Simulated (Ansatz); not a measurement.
The input, for Ansatz 0.2.0:

```yaml
crystal:
  periodic: [false, false, false]
  atoms:
    - {symbol: Al, position_ang: [0.060669, -0.099643, 1.268646]}
    - {symbol: C, position_ang: [-0.104205, 0.098540, -0.635959]}
    - {symbol: O, position_ang: [-0.027585, 0.018708, -1.792663]}
    - {symbol: H, position_ang: [0.055524, 1.196183, 2.073367]}
basis:
  gaussian: {orbitals: cc-pVDZ}
magnetization: {spin_polarized: true, initial_magnetization: 2}
hamiltonian: {xc: hf}
scf: {lower_state_search: off}
output: {forces: true, orbitals: {seedname: orbitals}}
```

```sh
$ ansatz run in.yaml --threads 1 --pin off --events-out ev --progress --plain --max-ram 2393MiB
```

(1) Roughly how long does this take on 1 thread of Arm Neoverse V1, shared host, and how much host memory?

```
these checks for a lower state are left out or cut short: stability, starts, cluster_reference, orbital_swaps, neighbouring_geometries, increment
486 factors; integrals over basis functions are off by at most 1.3e-3 eV
mean field evaluation 1: about -9661.8569 eV, gradient 1.9e1 eV
mean field evaluation 2: about -9661.8619 eV, gradient 1.9e1 eV
mean field evaluation 4: about -9664.6271 eV, gradient 3.3e0 eV
mean field evaluation 8: about -9664.8492 eV, gradient 2.8e-1 eV
mean field -9664.85285042 eV, -355.1767911804 hartree, gradient 2.6e-6 eV, S^2 2.014517; 0 other end points of the search recorded, 0 dependent functions left out
the calculation of the forces begins
reference -9664.85285042 eV, -355.1767911804 hartree; 15, 13 occupied and 36, 38 virtual orbitals, 486 factors
Total energy: -9664.85285042 eV, -355.1767911804 hartree
Atom 0 at     0.060669    -0.099643     1.268646 Å, force    -0.065654    -0.762936     0.177811 eV/Å
Atom 1 at    -0.104205     0.098540    -0.635959 Å, force     0.553723    -0.375388    -3.896884 eV/Å
Atom 2 at    -0.027585     0.018708    -1.792663 Å, force    -0.464483     0.383009     3.309371 eV/Å
Atom 3 at     0.055524     1.196183     2.073367 Å, force    -0.023586     0.755314     0.409702 eV/Å
Dipole moment:     0.014099    -0.067355     0.222016 e Å
Checks for a lower state left out: stability, starts, cluster_reference, orbital_swaps, neighbouring_geometries, increment
```

Forces (eV/Å):
```
Al  -0.066 -0.763  0.178
C    0.554 -0.375 -3.897
O   -0.464  0.383  3.309
H   -0.024  0.755  0.410
```

Results:

(1) 0.48 s wall and 0.08 GiB.
